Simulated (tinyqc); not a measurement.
Worked calculation: extended Hueckel theory, for SiH2. One step of it, computed by the program tinyqc.

Problem. Orbitals. Solve H C = S C e through S^(-1/2); fill by pairs from the bottom, a degenerate level sharing its electrons equally; each orbital has its largest coefficient positive (the first on a tie).

H (eV), order 1Si 3s, 1Si 3px, 1Si 3py, 1Si 3pz, 2H 1s, 3H 1s:
$$\begin{pmatrix}
-17.300000 & 0.000000 & 0.000000 & 0.000000 & -11.374468 & -11.374468 \\
0.000000 & -9.200000 & 0.000000 & 0.000000 & 0.000000 & 0.000000 \\
0.000000 & 0.000000 & -9.200000 & 0.000000 & -9.570211 & 9.570211 \\
0.000000 & 0.000000 & 0.000000 & -9.200000 & -4.345510 & -4.345510 \\
-11.374468 & 0.000000 & -9.570211 & -4.345510 & -13.600000 & -0.758260 \\
-11.374468 & 0.000000 & 9.570211 & -4.345510 & -0.758260 & -13.600000
\end{pmatrix}$$

overlap S, order 1Si 3s, 1Si 3px, 1Si 3py, 1Si 3pz, 2H 1s, 3H 1s:
$$\begin{pmatrix}
1.000000 & 0.000000 & 0.000000 & 0.000000 & 0.420692 & 0.420692 \\
0.000000 & 1.000000 & 0.000000 & 0.000000 & 0.000000 & 0.000000 \\
0.000000 & 0.000000 & 1.000000 & 0.000000 & 0.479710 & -0.479710 \\
0.000000 & 0.000000 & 0.000000 & 1.000000 & 0.217820 & 0.217820 \\
0.420692 & 0.000000 & 0.479710 & 0.217820 & 1.000000 & 0.031860 \\
0.420692 & 0.000000 & -0.479710 & 0.217820 & 0.031860 & 1.000000
\end{pmatrix}$$

valence electrons = 6

Give: orbital energies; occupations; coefficients; sum of one-electron energies.

Solution.

orbital energies (eV): [-20.0410, -15.1285, -10.1043, -9.2000, 6.3415, 8.4639]

occupations: [2.0000, 2.0000, 2.0000, 0.0000, 0.0000, 0.0000]

coefficients, order 1Si 3s, 1Si 3px, 1Si 3py, 1Si 3pz, 2H 1s, 3H 1s:
$$\begin{pmatrix}
0.6696 & 0.0000 & -0.3659 & 0.0000 & 1.0124 & 0.0000 \\
0.0000 & 0.0000 & 0.0000 & 1.0000 & 0.0000 & 0.0000 \\
0.0000 & 0.3881 & 0.0000 & 0.0000 & 0.0000 & 1.3250 \\
-0.0011 & 0.0000 & 0.8765 & 0.0000 & 0.6281 & 0.0000 \\
0.3118 & 0.4974 & 0.1848 & 0.0000 & -0.8522 & -0.8585 \\
0.3118 & -0.4974 & 0.1848 & 0.0000 & -0.8522 & 0.8585
\end{pmatrix}$$

sum of one-electron energies = -90.5475 eV
